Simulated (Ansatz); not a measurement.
A computed series for SiC: pressure series

The parent structure is SiC in the zinc blende structure (space group F-43m, No. 216).

```cif
data_C4Si4
_chemical_formula_sum 'C4 Si4'
_space_group_name_H-M_alt 'F-43m'
_space_group_IT_number 216
_space_group_name_Hall 'F -4 2 3'
_cell_length_a 4.35662
_cell_length_b 4.35662
_cell_length_c 4.35662
_cell_angle_alpha 90.000
_cell_angle_beta 90.000
_cell_angle_gamma 90.000
loop_
_atom_site_label
_atom_site_type_symbol
_atom_site_symmetry_multiplicity
_atom_site_Wyckoff_symbol
_atom_site_fract_x
_atom_site_fract_y
_atom_site_fract_z
_atom_site_occupancy
C1 C 4 c 0.25000 0.25000 0.25000 1
Si1 Si 4 a 0.00000 0.00000 0.00000 1
```
(The calculation used a cell of 2 atoms; values per cell refer to that cell.)

Cell and atoms are relaxed at each pressure.

Calculations: r2SCAN/PAW in Ansatz (a program for electronic structure), no spin-orbit coupling, earlier PAW set.

| P (GPa) | V (Å³/atom) |
|---|---|
| -2.00 | 10.429 |
| -1.00 | 10.382 |
| 0.30 | 10.323 |
| 0.70 | 10.305 |
| 1.50 | 10.269 |
| 3.01 | 10.204 |
| 5.01 | 10.120 |
| 7.51 | 10.020 |
| 10.01 | 9.924 |

**Question.** Fit a third-order Birch–Murnaghan equation of state.

**Answer.** Least squares on P(V) = (3B₀/2)[(V₀/V)^(7/3) − (V₀/V)^(5/3)]·[1 + (3/4)(B₀′ − 4)((V₀/V)^(2/3) − 1)] gives V₀ = 10.34 Å³/atom, B₀ = 228 GPa and B₀′ = 3.9.

Measured bulk modulus of SiC: 229.1 GPa (static lattice; corrected from measurement; as listed in Daniel Mejia-Rodriguez, S. B. Trickey, Phys. Rev. B (2018)); the computed value is 1 % below it.

Load acts through the strain it causes; cell and atoms are relaxed under it. Whether these cells are dynamically stable was not tested. Competing high-pressure phases were not computed.
